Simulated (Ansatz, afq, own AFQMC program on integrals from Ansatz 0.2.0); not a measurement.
## CH$_{3}$N, triplet in cc-pVDZ along one coordinate

```xyz
5

N    -0.7673    0.0072    0.0072
C     0.6359   -0.0060   -0.0060
H     1.0187   -1.0379   -0.0046
H     1.0416    0.5087    0.8782
H     1.0248    0.5001   -0.9026
```

The N1–C2 distance is changed with both sides rigid. Energies in eV count from this geometry (1.403 Å) at the same level; the start stands on UHF, each point on the determinant named.

Basis cc-pVDZ. Only valence electrons are correlated. AFQMC by an in-house program on the Cholesky factors that Ansatz 0.2.0 writes for its CCSD(T) run. ph-AFQMC/CISD is guided by a CISD state made of CCSD amplitudes; releasing the constraint for a short imaginary time cuts its bias at the price of noise, slowly where states lie close. Error bars are statistical, one sigma.

Cautions, each for one point or more: higher spins were not checked; lower spins were not checked; strong correlation; the ph-AFQMC/CISD walk drifts between its halves; unrestricted determinant spin contaminated; walk and cluster series may follow different spin states.

```csv
r(N1–C2) / Å,det.,T1,weight,⟨S²⟩,CCSD(T),ph-AFQMC/CISD,r2SCAN,PBE0
1.104,UHF,0.017,0.90,2.04,3.380,3.392 ± 0.014,2.949,2.970
1.680,UHF,0.016,0.89,2.04,0.509,0.496 ± 0.014,0.664,0.708
2.245,UHF¶,0.042,0.83,2.77,2.404,2.302 ± 0.023,2.714§,2.922§
3.064,UHF¶,0.008,0.91,2.99,3.024,3.009 ± 0.012,3.502§,3.696§
```

Weight is that of the determinant in the CISD state; at the start T1 is 0.014 and the weight 0.90, and ⟨S²⟩ is 2.02. ¶ marks points with a poor determinant and no full CI, where no value is sure; they don't count among the departures. § marks a functional whose ⟨S²⟩ is too high by over 0.1. Largest departures from phaseless AFQMC with a CISD trial: CCSD(T) 0.013 eV at 1.680 (on UHF) (within the noise), r2SCAN -0.443 eV at 1.104, PBE0 -0.421 eV at 1.104. The walk's constraint bias lies outside its error bars, so these are departures and not errors. Functionals count only at points shown to share the start's state and spin. In this small basis the wave-function levels are far from their limit, so their gap to the functionals isn't the functionals' error.

Some points may be missing: those where a free walk finds a much lower state, and past Zn most of those on another determinant than at the start.

A walk keeps the symmetry of its determinant, which the program's search chose and which needn't be the lowest solution, so a lower state of the same spin and another symmetry isn't excluded.
